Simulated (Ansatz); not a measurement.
All values below come from PBE0-D3(BJ)/def2-TZVP (Ansatz, an electronic-structure program). No frequencies were computed at this level.

Ansatz 0.2 input:
```yaml
crystal:
  periodic: [false, false, false]
  atoms:
    - { symbol: C, position_ang: [1.179685, 0.266214, 0.05869] }
    - { symbol: N, position_ang: [0.106086, -0.651329, -0.26048] }
    - { symbol: C, position_ang: [-1.189974, -0.159048, 0.156963] }
    - { symbol: H, position_ang: [2.120793, -0.149648, -0.296668] }
    - { symbol: H, position_ang: [1.233597, 0.373255, 1.142581] }
    - { symbol: H, position_ang: [1.047361, 1.268293, -0.379153] }
    - { symbol: H, position_ang: [0.095795, -0.825363, -1.261729] }
    - { symbol: H, position_ang: [-1.953463, -0.88082, -0.127703] }
    - { symbol: H, position_ang: [-1.449325, 0.820234, -0.275613] }
    - { symbol: H, position_ang: [-1.190556, -0.061787, 1.243113] }
basis:
  gaussian: { orbitals: def2-tzvp }
hamiltonian:
  xc: pbe0
  dispersion: d3bj
relax:
  max_steps: 150
```

Output:

```
Functional definition: PBE0
823 factors; their error is unknown
mean field evaluation 1: about -3667.2050 eV, gradient 5.8e1 eV
mean field evaluation 2: about -3662.3085 eV, gradient 7.4e1 eV
mean field evaluation 4: about -3674.7971 eV, gradient 3.4e0 eV
mean field evaluation 8: about -3674.8043 eV, gradient 3.9e-2 eV
mean field evaluation 16: about -3674.8043 eV, gradient 1.6e-5 eV
mean field -3674.80431356 eV, -135.0465676516 hartree, gradient 1.6e-5 eV, S^2 0.000000; 0 other end points of the search recorded, 0 dependent functions left out
reference -3674.80434108 eV, -135.0465686627 hartree; 13, 13 occupied and 122, 122 virtual orbitals, 823 factors
relax step   1: F+E_penalty+E_count = -3674.92080715 eV  Δ(F+E_penalty+E_count) = +0.000e0 eV  max|allowed force component| = 2.811e-1 eV/Å  Δτ_max = 0.0000 Å  (27 SCF iters, accepted)
these checks for a lower state are left out or cut short: starts, cluster_reference, orbital_swaps, neighbouring_geometries, increment
823 factors; their error is unknown
mean field -3674.80978967 eV, -135.0467688948 hartree, gradient 8.6e-6 eV, S^2 0.000000; 0 other end points of the search recorded, 0 dependent functions left out
reference -3674.80981724 eV, -135.0467699082 hartree; 13, 13 occupied and 122, 122 virtual orbitals, 823 factors
relax step   2: F+E_penalty+E_count = -3674.92612013 eV  Δ(F+E_penalty+E_count) = -5.313e-3 eV  max|allowed force component| = 1.422e-1 eV/Å  Δτ_max = 0.0154 Å  (31 SCF iters, accepted)
these checks for a lower state are left out or cut short: starts, cluster_reference, orbital_swaps, neighbouring_geometries, increment
823 factors; their error is unknown
mean field evaluation 32: about -3674.8109 eV, gradient 8.6e-6 eV
mean field -3674.81092640 eV, -135.0468106689 hartree, gradient 8.6e-6 eV, S^2 0.000000; 0 other end points of the search recorded, 0 dependent functions left out
reference -3674.81095401 eV, -135.0468116836 hartree; 13, 13 occupied and 122, 122 virtual orbitals, 823 factors
relax step   3: F+E_penalty+E_count = -3674.92722811 eV  Δ(F+E_penalty+E_count) = -1.108e-3 eV  max|allowed force component| = 5.713e-2 eV/Å  Δτ_max = 0.0160 Å  (31 SCF iters, accepted)
these checks for a lower state are left out or cut short: starts, cluster_reference, orbital_swaps, neighbouring_geometries, increment
823 factors; their error is unknown
mean field -3674.81093747 eV, -135.0468110757 hartree, gradient 8.6e-6 eV, S^2 0.000000; 0 other end points of the search recorded, 0 dependent functions left out
reference -3674.81096510 eV, -135.0468120912 hartree; 13, 13 occupied and 122, 122 virtual orbitals, 823 factors
relax step   4: F+E_penalty+E_count = -3674.92719223 eV  Δ(F+E_penalty+E_count) = +3.588e-5 eV  max|allowed force component| = 7.904e-2 eV/Å  Δτ_max = 0.0220 Å  (31 SCF iters, rejected (line search))
these checks for a lower state are left out or cut short: starts, cluster_reference, orbital_swaps, neighbouring_geometries, increment
823 factors; their error is unknown
mean field -3674.81113967 eV, -135.0468185063 hartree, gradient 8.6e-6 eV, S^2 0.000000; 0 other end points of the search recorded, 0 dependent functions left out
reference -3674.81116729 eV, -135.0468195213 hartree; 13, 13 occupied and 122, 122 virtual orbitals, 823 factors
relax step   5: F+E_penalty+E_count = -3674.92743322 eV  Δ(F+E_penalty+E_count) = -2.051e-4 eV  max|allowed force component| = 1.357e-2 eV/Å  Δτ_max = 0.0110 Å  (31 SCF iters, accepted)
these checks for a lower state are left out or cut short: starts, cluster_reference, orbital_swaps, neighbouring_geometries, increment
823 factors; their error is unknown
mean field -3674.81115007 eV, -135.0468188884 hartree, gradient 8.6e-6 eV, S^2 0.000000; 0 other end points of the search recorded, 0 dependent functions left out
reference -3674.81117768 eV, -135.0468199033 hartree; 13, 13 occupied and 122, 122 virtual orbitals, 823 factors
relax step   6: F+E_penalty+E_count = -3674.92744506 eV  Δ(F+E_penalty+E_count) = -1.183e-5 eV  max|allowed force component| = 2.972e-3 eV/Å  Δτ_max = 0.0031 Å  (32 SCF iters, accepted)
823 factors; their error is unknown
mean field evaluation 64: about -3667.2141 eV, gradient 5.8e1 eV
mean field -3674.81115007 eV, -135.0468188884 hartree, gradient 8.6e-6 eV, S^2 0.000000; 1 other end points of the search recorded, 0 dependent functions left out
reference -3674.81117768 eV, -135.0468199033 hartree; 13, 13 occupied and 122, 122 virtual orbitals, 823 factors
Total energy: -3674.92747267 eV, -135.0510936654 hartree
Atom 0 at     1.177673     0.264966     0.053821 Å, force    -0.001390     0.001304    -0.000773 eV/Å
Atom 1 at     0.107517    -0.656769    -0.249507 Å, force     0.000625    -0.002972     0.002217 eV/Å
Atom 2 at    -1.188051    -0.159590     0.151930 Å, force     0.000784     0.001695    -0.000863 eV/Å
Atom 3 at     2.125710    -0.128328    -0.318493 Å, force    -0.001048    -0.000011     0.000392 eV/Å
Atom 4 at     1.268373     0.373033     1.138704 Å, force    -0.000087    -0.000702    -0.000691 eV/Å
Atom 5 at     1.032092     1.275225    -0.366358 Å, force     0.000808     0.000501     0.000229 eV/Å
Atom 6 at     0.103616    -0.863781    -1.239390 Å, force    -0.000066     0.000272    -0.000412 eV/Å
Atom 7 at    -1.967209    -0.862849    -0.148755 Å, force     0.001014     0.000360     0.000306 eV/Å
Atom 8 at    -1.436438     0.832218    -0.263986 Å, force    -0.000910     0.000192     0.000301 eV/Å
Atom 9 at    -1.223284    -0.074124     1.242035 Å, force     0.000269    -0.000639    -0.000706 eV/Å
Dipole moment:    -0.030151     0.134790    -0.143740 e Å
```

Cost: about 28 core-seconds (a rough figure).
